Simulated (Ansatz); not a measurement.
SiH2OF (SMILES O[SiH]F): methods side by side

SiH2OF: 5 atoms, total charge 0, spin state doublet. SMILES: `O[SiH]F`. The shape was relaxed beforehand at B3LYP/def2-SVP. This is one conformer, not always the lowest.

Quantity: the adiabatic ionisation energy (to the singlet cation, shapes relaxed at B3LYP/def2-SVP, no zero-point term), in eV. The values are calculated.

```
                level                    kind  program  value (eV)  less CCSD(T)/def2-TZVPP  CPU time (all runs)
    USVWN5/def2-TZVPP                     LDA   Ansatz        7.50                    +0.07                  2 s
      UPBE/def2-TZVPP                     GGA   Ansatz        7.57                    +0.14                3.8 s
  UPBE0-D4/def2-TZVPP           global hybrid   Ansatz        7.62                    +0.19                4.8 s
UCAM-B3LYP/def2-TZVPP  range-separated hybrid   Ansatz        7.61                    +0.18                5.4 s
   UB2PLYP/def2-TZVPP           double hybrid   Ansatz        7.46                    +0.03                7.5 s
   RPA@PBE/def2-TZVPP                     RPA   Ansatz        7.77                    +0.34                7.5 s
      UMP2/def2-TZVPP     perturbation theory   Ansatz        7.35                    -0.08                  3 s
  UCCSD(T)/def2-TZVPP   coupled cluster or CI   Ansatz        7.43                     0.00                 64 s
```

Differences are taken from UCCSD(T)/def2-TZVPP for orientation; it has basis-set and higher-order errors of its own. The values span 7.35 to 7.77 eV. Times are those of the runs behind each value, whatever else they computed, on shared processors of several kinds: orders of magnitude only.
